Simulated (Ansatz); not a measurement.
# HNCO: a line through the functionals

The species is HNCO (4 atoms), meant as a singlet with charge 0. As SMILES, `N=C=O`. Geometry: relaxed at PBE0-D4/def2-TZVP.

The electronic atomisation energy y, in eV, basis def2-TZVPP; a is the functional's share of exact exchange. Programs: Ansatz 0.2.0.

| functional | program | a | y (eV) |
| --- | --- | --- | --- |
| BLYP | Ansatz | 0 | 19.47 |
| PBE | Ansatz | 0 | 20.12 |
| B3LYP | Ansatz | 0.2 | 18.98 |
| r2SCAN0 | Ansatz | 0.25 | ? |
| PBE0 | Ansatz | 0.25 | 19.05 |
| BHLYP | Ansatz | 0.5 | 17.61 |

Question: Fit y = c + s·a to the known rows and predict r2SCAN0.

Answer: 
1. Means of the 5 rows: a = 0.1900, y = 19.046.
2. Σ(Δa)² = 0.172, Σ(Δa·Δy) = -0.7302, so the slope is -0.7302/0.172 = -4.2453.
3. Intercept: 19.046 − (-4.2453) × 0.1900 = 19.853. The largest residual of the fit is 0.38.
4. r2SCAN0: 19.853 + (-4.2453) × 0.25 = 18.79 eV.

The run gave 18.19 eV, so the prediction is off by +0.60 eV, more than the scatter of the fit. The rows mix families of semi-local functionals, which the line can't see.
